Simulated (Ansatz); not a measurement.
Geometry optimisation, Ansatz, RKS B3LYP/6-31G*.

input.yaml

```yaml
crystal:
  periodic: [false, false, false]
  atoms:
    - { symbol: B, position_ang: [0.4575, 1.207, -0.1056] }
    - { symbol: C, position_ang: [0.1664, -0.3027, -0.3711] }
    - { symbol: "N", position_ang: [-0.4556, -0.912, 0.7986] }
    - { symbol: H, position_ang: [1.5746, 1.7119, -0.1737] }
    - { symbol: H, position_ang: [-0.5045, 1.9546, 0.0968] }
    - { symbol: H, position_ang: [0.24626, -0.35855, 1.33027] }
    - { symbol: H, position_ang: [1.1758, -0.7766, -0.5832] }
    - { symbol: H, position_ang: [-0.4129, -1.9296, 0.6462] }
    - { symbol: H, position_ang: [-1.4147, -0.5823, 0.9253] }
basis:
  gaussian: { orbitals: "6-31G*" }
hamiltonian:
  xc: b3lyp
relax:
  f_tol: 0.02
  max_steps: 50
```

Command:

```bash
$ ansatz run input.yaml --threads 1 --pin off --max-ram 2048MiB --backend cpu --events-out ev --progress --plain --runs-dir out
```

Where does it end, and by what steps?

The run converged. After 9 steps the energy has fallen by 2.206 eV; H6 moved furthest, 1.02 Å.

| step | energy less start (eV) | largest force component (eV/Å) | accepted |
| --- | --- | --- | --- |
| 0 | 0.0000 | 4.149 | yes |
| 1 | -1.0666 | 2.130 | yes |
| 2 | -1.6109 | 1.231 | yes |
| 3 | -1.8761 | 0.966 | yes |
| 4 | -2.0529 | 0.431 | yes |
| 5 | -2.1626 | 0.487 | yes |
| 6 | -2.1922 | 0.483 | yes |
| 7 | -2.2050 | 0.103 | yes |
| 8 | -2.2061 | 0.057 | yes |
| 9 | -2.2064 | 0.011 | yes |

```xyz
9
Properties=species:S:1:pos:R:3
B 0.437 1.253 -0.256
C 0.671 -0.151 -0.019
N -0.374 -0.875 0.798
H 1.187 1.945 -0.887
H -0.573 1.754 0.210
H -0.037 -1.265 1.689
H 1.457 -0.846 -0.299
H -0.857 -1.641 0.308
H -1.078 -0.161 1.021
```

Whether the end is a true minimum wasn't checked by a vibrational analysis.

Run time: 23 s on 1 thread of Intel(R) Xeon(R) Platinum 8488C (Sapphire Rapids), with other jobs on the host, peak memory 0.15 GiB.
